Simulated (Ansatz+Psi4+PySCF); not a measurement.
The numbers below are computed, except where a source is named.
```xyz
2

Li    0.0000    0.0000   -1.1750
F     0.0000    0.0000    0.3916
```

Basis set: cc-pCVTZ on Li; cc-pVTZ on F (spherical functions). Correlated methods keep 1 orbital frozen. Charge 0, multiplicity 1.

Starred EOM-CCSD(T)(a) on the restricted Hartree–Fock determinant with PySCF 2.14.0; the energies are vertical.

The solver was asked for the few lowest roots only. Give the ionization energies of singlet LiF among them whose weight of singles is over 0.7.

```
root  energy (eV)  weight of singles
   1        11.33               0.96
   2        11.33               0.96
   3        11.79               0.96
```

Higher main lines weren't sought.
